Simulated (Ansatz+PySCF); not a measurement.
Results of a calculation; reference values are marked as such.
## Ansatz (development build ahead of 0.2.0) run

```yaml
crystal:
  periodic: [false, false, false]
  atoms:
    - { symbol: B, position_ang: [0.0, 0.0, 0.0] }
    - { symbol: H, position_ang: [1.20653, 0.0, 0.0] }
    - { symbol: H, position_ang: [-0.60327, 1.04489, 0.0] }
    - { symbol: H, position_ang: [-0.60327, -1.04489, 0.0] }
basis:
  gaussian: { orbitals: def2-SVP }
magnetization:
  spin_polarized: true
hamiltonian:
  xc: { name: wB97X }
```

The input is written out in the form of the current development build from the run's settings.

Results

```json
{
  "Converged": "yes",
  "Total energy": "-26.57362 hartree",
  "Spin squared of the determinant": "0.000",
  "Stability test": "minimum",
  "Occupied orbitals by symmetry in an Abelian subgroup (alpha; beta)": "3 A1 1 B2; 3 A1 1 B2"
}
```
